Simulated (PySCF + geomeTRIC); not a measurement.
Method: r2SCAN-D4/def2-TZVP in PySCF + geomeTRIC. fastk is a local helper that only speeds up exchange builds. No frequencies were computed at this level.

```python
import json, numpy as np
from pyscf import gto, dft
from fastk import lowrank_exchange
atoms = """
Si     0.000243    -0.000513     0.238317
H     -0.725218    -1.213783    -0.081191
H      1.413902    -0.020716    -0.080538
H     -0.688926     1.235012    -0.076588
"""
def scf(charge, spin, dm0=None):
    mol = gto.M(atom=atoms, basis='def2-tzvp', ecp={}, charge=charge, spin=spin, verbose=3, max_memory=5040)
    mf = dft.KS(mol, xc='r2scan').density_fit(auxbasis="def2-universal-jkfit")
    mf.disp = 'd4'
    mf.grids.level = 4
    mf.conv_tol = 1e-8
    mf.max_cycle = 60
    mf.kernel(dm0)
    if not mf.converged:
        mf = mf.newton().run(mf.mo_coeff, mf.mo_occ).undo_soscf()
    return mf
mf = scf(0, 1)
lowrank_exchange(mf)  # same exchange matrices as the stock routine, built faster for response steps
mo, _, stable, _ = mf.stability(return_status=True)
if not stable:
    mf.kernel(mf.make_rdm1(mo, mf.mo_occ))
del mf.get_jk
from pyscf.geomopt.geometric_solver import kernel as optimize
path = []
done, mol = optimize(mf, maxsteps=80, assert_convergence=False, callback=lambda env: path.append((env["energy"], bool(env["g_scanner"].converged))))
res = dict(converged=bool(done and path[-1][1]), energy=path[-1][0], path=[e for e, c in path], xyz=mol.atom_coords(unit="Angstrom").tolist(), nao=mol.nao)
json.dump(res, open("result.json", "w"))
```

Output:

```
converged SCF energy = -291.204890183218  <S^2> = 0.75675798  2S+1 = 2.0067466
<class 'pyscf.df.df_jk.DFUKS'> wavefunction is stable in the internal stability analysis
Geometry optimization cycle 1
converged SCF energy = -291.204890183221  <S^2> = 0.75675815  2S+1 = 2.0067468
cycle 1: E = -291.204890183  dE = -291.205  norm(grad) = 0.0256026
Geometry optimization cycle 2
converged SCF energy = -291.207030594434  <S^2> = 0.75539033  2S+1 = 2.0053831
cycle 2: E = -291.207030594  dE = -0.00214041  norm(grad) = 0.00242995
Geometry optimization cycle 3
converged SCF energy = -291.207043290994  <S^2> = 0.75537671  2S+1 = 2.0053695
cycle 3: E = -291.207043291  dE = -1.26966e-05  norm(grad) = 0.000110983
Geometry optimization cycle 4
converged SCF energy = -291.207043460405  <S^2> = 0.75536606  2S+1 = 2.0053589
cycle 4: E = -291.20704346  dE = -1.69412e-07  norm(grad) = 2.16571e-05
<class 'geometric.internal.Distance'> : 3
<class 'geometric.internal.Angle'> : 3
<class 'geometric.internal.TranslationX'> : 1
<class 'geometric.internal.TranslationY'> : 1
<class 'geometric.internal.TranslationZ'> : 1
<class 'geometric.internal.RotationA'> : 1
<class 'geometric.internal.RotationB'> : 1
<class 'geometric.internal.RotationC'> : 1
Step    0 : Gradient = 1.280e-02/1.548e-02 (rms/max) Energy = -291.2048901832
Step    1 : Displace = 5.281e-02/9.147e-02 (rms/max) Trust = 1.000e-01 (=) Grad = 1.215e-03/1.227e-03 (rms/max) E (change) = -291.2070305944 (-2.140e-03) Quality = 1.043
Step    2 : Displace = 2.846e-03/3.127e-03 (rms/max) Trust = 1.414e-01 (+) Grad = 5.549e-05/6.527e-05 (rms/max) E (change) = -291.2070432910 (-1.270e-05) Quality = 0.993
Step    3 : Displace = 5.324e-04/7.545e-04 (rms/max) Trust = 2.000e-01 (+) Grad = 1.083e-05/1.529e-05 (rms/max) E (change) = -291.2070434604 (-1.694e-07) Quality = 1.335
Converged! =D
```

Cost: roughly 60 core-seconds.
